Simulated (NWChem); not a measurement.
Atomisation of nitrogen (N2)

```xyz
2

N      0.0000     0.0000     0.5489
N      0.0000     0.0000    -0.5489
```
Charge 0, spin multiplicity 1.

Everything below was run with NWChem. Structure: optimised with PBE0/def2-SVP, a minimum by its harmonic frequencies.

Basis set: def2-TZVP. The atomisation energy is electronic alone: no zero-point, thermal, spin-orbit or counterpoise terms. No value is extrapolated to the basis-set limit. Free atoms are single determinants with multiplicities N 4. Correlated methods freeze the same cores in atoms and molecule, 2 orbitals in all.

No SCF solution was tested for a lower state. Open-shell Hartree-Fock references start from PBE0 orbitals. Coupled-cluster values serve here as a point of comparison, not as the truth.

For the atomisation energy, PBE gives 243.2 kcal/mol and CCSD(T) gives 216.7 kcal/mol. What do r2SCAN, HF, PBE0 give?

r2SCAN: 219.6 kcal/mol; HF: 114.6 kcal/mol; PBE0: 224.9 kcal/mol.
